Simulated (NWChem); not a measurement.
**One shape, several levels: C4H5 (SMILES CC1[C]=C1)**

Wanted: a comparison of 4 runs (UHF/STO-3G, UHF/3-21G, UB3LYP/6-31G*) of C4H5. 

The results are computed with NWChem 7.3.0.

### Step 1. The molecule

C4H5 has 9 atoms, charge 0, and is taken as a doublet. SMILES: `CC1[C]=C1`. The coordinates come from a GFN2-xTB relaxation.

Bond lengths: C1–C2 1.499 Å, C2–C3 1.488 Å, C2–C4 1.582 Å, C3–C4 1.285 Å, C1–H5 1.091 Å, C1–H6 1.088 Å, C1–H7 1.090 Å, C2–H8 1.087 Å, C4–H9 1.061 Å. Some angles: C1–C2–C3 122.0°, C1–C2–C4 119.8°, C3–C2–C4 49.3°, C2–C3–C4 69.2°, C2–C4–C3 61.5°, C1–C2–H8 114.4°, C3–C2–H8 119.0°, C4–C2–H8 117.0°, C2–C1–H5 110.5°, C2–C1–H6 110.8°.

### Step 2. Energy and gradient at UHF/STO-3G (run 1)

The input, input.nw:

```
start input
memory 2200 mb

geometry noautosym nocenter noautoz
C      0.007330     1.086820     0.213590
C     -0.285180    -0.376490     0.355960
C      0.796910    -1.386050     0.511620
C      0.323420    -1.403740    -0.682380
H     -0.723190     1.559350    -0.444700
H      1.004010     1.243830    -0.192730
H     -0.055750     1.579550     1.183760
H     -1.274210    -0.599970     0.748410
H      0.206650    -1.703300    -1.693520
end

basis "ao basis" spherical bse
* library STO-3G
end

scf
doublet
uhf
thresh 1e-08
maxiter 80
end

task scf gradient
```

Launch:

```console
nwchem input.nw > input.out
```

The log of the run:

```text
[...]
  functions       =    25
[...]
  wavefunction    = UHF
[...]
         Total SCF energy =   -152.333612327595
      One electron energy =   -407.532734719181
      Two electron energy =    153.199372443024
 Nuclear repulsion energy =    101.999749948563
                       Sz =      0.5000
                 Sz(Sz+1) =      0.7500
                      S^2 =      1.0801
[...]
                         UHF ENERGY GRADIENTS
    atom               coordinates                        gradient
                 x          y          z           x          y          z
   1 C       0.013852   2.053792   0.403627   -0.001031  -0.024999  -0.000841
   2 C      -0.538912  -0.711463   0.672667   -0.000529   0.036069   0.024254
   3 C       1.505942  -2.619255   0.966822   -0.025710   0.010148  -0.042076
   4 C       0.611175  -2.652684  -1.289511    0.032346  -0.026046   0.008597
   5 H      -1.366631   2.946744  -0.840361   -0.003554   0.000054  -0.001221
   6 H       1.897304   2.350498  -0.364207    0.002420  -0.001409  -0.000578
   7 H      -0.105352   2.984917   2.236982   -0.001417  -0.000759   0.002445
   8 H      -2.407908  -1.133779   1.414290   -0.000580   0.000690  -0.001497
   9 H       0.390512  -3.218770  -3.200289   -0.001943   0.006250   0.010917
[...]
```

It took 2.6 s on 1 thread of Intel Xeon 6975P-C (Granite Rapids), shared host; peak memory 0.096 GiB.

### Step 3. Energy and gradient at UHF/3-21G (run 2)

The input, c4h5.nw:

```
start c4h5
title "C4H5 gradient"
memory 2200 mb

geometry units au noautosym nocenter noautoz
C      0.01385169     2.05379215     0.40362660
C     -0.53891210    -0.71146299     0.67266691
C      1.50594165    -2.61925490     0.96682168
C      0.61117522    -2.65268415    -1.28951131
H     -1.36663104     2.94674443    -0.84036121
H      1.89730393     2.35049805    -0.36420692
H     -0.10535223     2.98491690     2.23698220
H     -2.40790793    -1.13377898     1.41428993
H      0.39051190    -3.21877051    -3.20028899
end

basis spherical bse
C library 3-21G
H library 3-21G
end

scf
doublet
uhf
thresh 1e-08
maxiter 80
print medium
end

task scf gradient
```

Launch:

```console
nwchem c4h5.nw > c4h5.out
```

The log of the run:

```text
[...]
  functions       =    46
[...]
  wavefunction    = UHF
[...]
         Total SCF energy =   -153.337062959569
      One electron energy =   -407.153744759583
      Two electron energy =    151.816939296721
 Nuclear repulsion energy =    101.999742503293
                       Sz =      0.5000
                 Sz(Sz+1) =      0.7500
                      S^2 =      0.9851
[...]
                         UHF ENERGY GRADIENTS
    atom               coordinates                        gradient
                 x          y          z           x          y          z
   1 C       0.013852   2.053792   0.403627   -0.001852  -0.009518  -0.000134
   2 C      -0.538912  -0.711463   0.672667    0.019289  -0.000199  -0.000071
   3 C       1.505942  -2.619255   0.966822   -0.015856   0.008986  -0.016937
   4 C       0.611175  -2.652684  -1.289511    0.011290  -0.001848   0.019331
   5 H      -1.366631   2.946744  -0.840361   -0.003265   0.000896  -0.001805
   6 H       1.897304   2.350498  -0.364207    0.003500  -0.000254  -0.001222
   7 H      -0.105352   2.984917   2.236982   -0.001067   0.000041   0.002647
   8 H      -2.407908  -1.133779   1.414290   -0.008677   0.000453   0.001999
   9 H       0.390512  -3.218771  -3.200289   -0.003364   0.001441  -0.003807
[...]
```

Wall time 3.9 s (1 thread of Intel Xeon 6975P-C (Granite Rapids), shared host); peak memory 0.097 GiB.

Run 3 isn't shown in full; the table further down has it.

### Step 4. Energy and forces at UB3LYP/6-31G(d) (Cartesian functions) (run 4)

The input, test.nw:

```
start test
title "C4H5 B3LYP"
memory 2200 mb

geometry units angstrom noautosym nocenter noautoz
 C     0.007330    1.086820    0.213590
 C    -0.285180   -0.376490    0.355960
 C     0.796910   -1.386050    0.511620
 C     0.323420   -1.403740   -0.682380
 H    -0.723190    1.559350   -0.444700
 H     1.004010    1.243830   -0.192730
 H    -0.055750    1.579550    1.183760
 H    -1.274210   -0.599970    0.748410
 H     0.206650   -1.703300   -1.693520
end

basis
 * library 6-31G*
end

dft
 xc b3lyp
 mult 2
 grid xfine
 convergence energy 1e-08
 iterations 100
 mulliken
 print medium
end

task dft gradient
```

Launch:

```console
nwchem test.nw > test.out
```

The log of the run:

```text
[...]
          Wavefunction type:  spin polarized.
          No. of atoms     :     9
          No. of electrons :    29
[...]
          Charge           :     0
          Spin multiplicity:     2
[...]
          AO basis - number of functions:    70
[...]
              XC Information
              --------------
                         B3LYP Method XC Potential
                     Hartree-Fock (Exact) Exchange  0.200
                        Slater Exchange Functional  0.800 local
                    Becke 1988 Exchange Functional  0.720 non-local
              Lee-Yang-Parr Correlation Functional  0.810
                  VWN I RPA Correlation Functional  0.190 local
[...]
 d= 0,ls=0.0,diis     1   -155.2028778640 -2.57D+02  4.87D-03  1.18D-01     3.6
[...]
 d= 0,ls=0.0,diis    14   -155.2566006565 -2.60D-09  2.09D-07  2.30D-10    48.0
[...]
         Total DFT energy =     -155.256600656453
      One electron energy =     -409.103155473402
           Coulomb energy =      175.333898585878
    Exchange-Corr. energy =      -23.487093717491
 Nuclear repulsion energy =      101.999749948563
[...]
      Total Density - Mulliken Population Analysis
     ---------------------------------------------
    Atom       Charge   Shell Charges
 -----------   ------   -------------------------------------------------------
    1 C    6     6.45   1.99  0.68  2.15  0.62  0.98  0.03
    2 C    6     6.12   1.99  0.70  2.04  0.57  0.79  0.03
    3 C    6     6.07   1.99  0.75  1.85  0.74  0.74  0.00
    4 C    6     6.14   1.99  0.71  2.04  0.56  0.81  0.01
    5 H    1     0.85   0.53  0.32
    6 H    1     0.84   0.53  0.32
    7 H    1     0.84   0.53  0.31
    8 H    1     0.86   0.54  0.32
    9 H    1     0.84   0.52  0.32
[...]
      <S2> =      0.7562 (Exact =     0.7500)
[...]
  wavefunction    = open shell
[...]
```

Wall time 53 s (1 thread of Intel Xeon 6975P-C (Granite Rapids), shared host); peak memory 0.14 GiB.

### Step 5. Overview of the runs

```tsv
run	level	iteration cap	module	energy (Eh)	dipole moment (D)	HOMO energy (eV)	LUMO energy (eV)	wall time
1	UHF/STO-3G	80	scf	-152.333612	0.63	-8.24	6.21	2.6 s
2	UHF/3-21G	80	scf	-153.337063	1.16	-9.86	2.65	3.9 s
3	UB3LYP/6-31G* (spherical functions)	100	dft	-155.253358	1.70	-6.19	-2.75	49 s
4	UB3LYP/6-31G* (Cartesian functions)	100	dft	-155.256601	1.70	-6.19	-2.76	53 s
```

### Step 6. Outcome

| quantity | value |
| --- | --- |
| run 4: total energy | -155.25660 Eh |
| run 4: dipole moment | 1.70 D |
| run 4: HOMO energy (highest over α and β) | -6.19 eV |
| run 4: LUMO energy (lowest over α and β) | -2.76 eV |
| run 4: ⟨S²⟩ | 0.756 |
| run 4: largest force on an atom | 0.635 eV/Å |

The dipole moment (its size) runs from 0.63 D (UHF/STO-3G) to 1.70 D (UB3LYP/6-31G*). The two ends differ in method and basis. In run 1 the basis is minimal, so the values are rough. Spin contamination of the reference: run 1 ⟨S²⟩ = 1.08, run 2 ⟨S²⟩ = 0.99. All runs together took 1.8 min, the longest 53 s.
